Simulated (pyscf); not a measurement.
## Hydrogen abstraction: propane (H₃C–CH₂–CH₃) + O atom (O) [triplet] → H₃C–CH•–CH₃ + hydroxyl (OH•)

Gas phase, triplet surface, charge 0. Bonds broken: C2–H7. Bonds formed: H7–O12. PySCF, gas phase, ωB97X-D3(BJ)/def2-SVP geometries.

Transition state (Å):

```xyz
12

C     -0.9560    -0.4168    -0.8780
C     -0.2758     0.3923     0.2040
C     -1.1605     0.9377     1.3030
H     -1.5644    -1.2274    -0.4457
H     -0.2239    -0.8665    -1.5658
H     -1.6302     0.2250    -1.4731
H      0.5225    -0.4012     0.7743
H      0.4249     1.1430    -0.1970
H     -0.5713     1.4485     2.0792
H     -1.7375     0.1319     1.7848
H     -1.8835     1.6649     0.8917
O      1.2597    -1.2199     1.3745
```

One imaginary mode, 1349i cm⁻¹; descent along it reached the two sides named, in the forms told below.

```
bond    change  reactant side (Å)  saddle  product side
------  ------  -----------------  ------  ------------
C2–H7   breaks              1.104   1.262         2.079
H7–O12   forms              2.452   1.255         0.987
```

Electronic energies relative to the separated reactants (eV):

| level | barrier | reaction energy | reverse barrier |
|---|---|---|---|
| ωB97X-D3(BJ)/def2-TZVP | 0.20 | -0.03 | 0.23 |
| PBE/def2-TZVP | -0.31 | -0.33 | 0.02 |
| r²SCAN/def2-TZVP | -0.18 | -0.33 | 0.15 |
| B3LYP-D3(BJ)/def2-TZVP | 0.00 | -0.15 | 0.15 |
| PBE0-D3(BJ)/def2-TZVP | 0.04 | -0.12 | 0.16 |
| M06-2X/def2-TZVP | 0.26 | -0.03 | 0.28 |
| ωB97M-D3(BJ)/def2-TZVP | 0.26 | -0.02 | 0.27 |
| HF/def2-TZVP | 1.33 | +0.59 | 0.75 |

With ωB97M-D3(BJ)/def2-TZVP energies and thermal terms (ideal gas, 1 atm, RRHO with modes under 100 cm⁻¹ raised to 100, one conformer, R ln 2 for rigid chiral ones), in eV:

| T (K) | ΔH‡ | ΔG‡ | ΔH | ΔG |
|---|---|---|---|---|
| 298 | 0.07 | 0.35 | -0.16 | -0.32 |
| 600 | 0.08 | 0.63 | -0.14 | -0.50 |
| 900 | 0.09 | 0.91 | -0.14 | -0.68 |
| 1200 | 0.10 | 1.18 | -0.15 | -0.86 |

On the product side the descent ends in a complex, 0.20 eV under the separated species and 0.43 eV under the saddle at ωB97X-D3(BJ)/def2-TZVP. At PBE, r²SCAN this geometry lies under the reactants; that is no barrier but a single point on another level's saddle; such a level's own saddle, if it has one, lies nearer that side and is low. H₃C–CH•–CH₃ + OH• also meet on a surface of lower spin, which isn't treated here. This is the saddle that the search found; another between the same sides may lie lower. The angle at the transferred H is 177°. Left out: orbital degeneracy and the spin-orbit lowering of OH, O.
